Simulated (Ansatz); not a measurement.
Species: CH₄, charge 0, singlet. CH4 (SMILES C).
B3LYP-D3(BJ)/def2-TZVP minimum from Ansatz (an electronic-structure program):
```
C
H 1 1.0892
H 1 1.0892 2 109.47
H 1 1.0892 2 109.47 3 120.00
H 1 1.0892 2 109.47 3 -120.00
```
Charge 0, spin multiplicity 1.

Total energies in cc-pVTZ, 8 correlated electrons, 1 frozen orbitals. UHF or UKS for unpaired electrons; spin-orbit terms are left out. Cores are frozen in correlated methods. No relativity.

```json
[
 {"method": "HF", "program": "Ansatz", "energy (Eh)": "-40.21333", "minus CCSDT(Q) (mEh)": "225.31"},
 {"method": "MP2", "program": "Ansatz", "energy (Eh)": "-40.41163", "minus CCSDT(Q) (mEh)": "27.01"},
 {"method": "CCSD", "program": "Ansatz", "energy (Eh)": "-40.43182", "minus CCSDT(Q) (mEh)": "6.82"},
 {"method": "CCSD(T)", "program": "Ansatz", "energy (Eh)": "-40.43810", "minus CCSDT(Q) (mEh)": "0.54"},
 {"method": "CCSDT(Q)", "program": "Ansatz", "energy (Eh)": "-40.43864", "minus CCSDT(Q) (mEh)": "0.00"}
]
```

Rough core times of Ansatz's runs on a shared machine: CCSD(T) under 20 s, CCSDT(Q) 80 s.
